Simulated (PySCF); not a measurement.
C₃H₄FP.
Z-matrix (Å and degrees, PBE0-D3(BJ)/def2-SVP geometry), rows numbered from 1:
```
C 
C   1  1.3420
C   2  1.4495  1  123.07
F   3  1.3356  2  113.55  1    -0.34
P   3  1.6988  2  129.14  1   179.51
H   1  1.0923  2  121.03  3     0.02
H   1  1.0920  2  121.00  3  -179.96
H   2  1.0928  1  120.86  3   179.94
H   5  1.4297  3   93.12  2     0.03
```

The calculation used PySCF 2.14.0, PBE0-D3(BJ)/def2-SVP geometry optimisation, gas phase.

Masses are those of the commonest isotopes; rigid-rotor values at the optimised geometry. The values belong to one conformer with, in the numbering `[H]/[P:5]=[C:3](\[CH:2]=[CH2:1])[F:4]`, C1–C2–C3–F4 0°.

(1) Give the principal moments of inertia and the rotational constants in cm⁻¹.

(2) Classify the top.

(3) What does the inertial defect say?

(4) Where do the levels up to J = 3 lie, in cm⁻¹?

(5) Predict some low-J microwave lines.

(6) Estimate the classical rotational partition function at 25 K, 50 K and 298.15 K.

## Answers

(1) Ia = 56.44, Ib = 192.93, Ic = 249.37 u·Å²; 505379 MHz·u·Å²/I gives 8954, 2619 and 2027 MHz, that is A = 0.29867, B = 0.08738, C = 0.06760 cm⁻¹.

(2) An asymmetric top: κ = (2 × 2619 − 8954 − 2027)/(8954 − 2027) = -0.83.

(3) Planar: Δ = Ic − Ia − Ib = 0.00 u·Å². For a rigid frame Δ = −2 Σ m c², so it vanishes when all atoms lie in the ab plane; here none is more than 0.01 Å from it.

(4) Above 0(0,0):
J = 1: 1(0,1) 0.1550, 1(1,1) 0.3663, 1(1,0) 0.3860
J = 2: 2(0,2) 0.4636, 2(1,2) 0.6565, 2(1,1) 0.7158, 2(2,1) 1.3497, 2(2,0) 1.3510
J = 3: 3(0,3) 0.9233, 3(1,3) 1.0909, 3(1,2) 1.2095, 3(2,2) 1.8146, 3(2,1) 1.8212, 3(3,1) 2.9213, 3(3,0) 2.9214

(5) The dipole components are |μa| = 1.52 D, |μb| = 1.59 D, |μc| = 0.00 D; the mirror of this Cs structure is the ab plane, so μc vanishes by symmetry and there are no c-type lines. The squared components, which scale the intensities, stand as 0.91 : 1.00 (a : b). Some lines, for components of 0.1 D or more:

```
type  branch         J(Ka,Kc)    MHz  lower level (cm⁻¹)
   a       R  1(0,1) ← 0(0,0)   4646               0.000
   a       Q  4(1,3) ← 4(1,4)   5917               1.669
   b       Q  3(1,2) ← 3(0,3)   8581               0.923
   b       Q  4(1,3) ← 4(0,4)  10069               1.530
   a       R  3(0,3) ← 2(0,2)  13781               0.464
   a       R  3(2,1) ← 2(2,0)  14096               1.351
   a       R  3(1,2) ← 2(1,1)  14802               0.716
   b       Q  2(2,0) ← 2(1,1)  19043               0.716
   b       R  4(1,4) ← 3(0,3)  22350               0.923
   b       Q  4(3,1) ← 4(2,2)  32712               2.453
   b       Q  4(3,2) ← 4(2,3)  33284               2.433
   b       Q  4(4,1) ← 4(3,2)  46349               3.544
   b       R  4(4,0) ← 3(3,1)  65008               2.921
```

(6) Point group Cs, symmetry number σ = 1; q = (√π/σ)·√((kT/h)³/(ABC)), k/h = 20836.6 MHz/K: 3060 at 25 K, 8650 at 50 K, 126000 at 298.15 K.

Stationary, but not proved a minimum. Zero-point vibration and centrifugal distortion are left out.
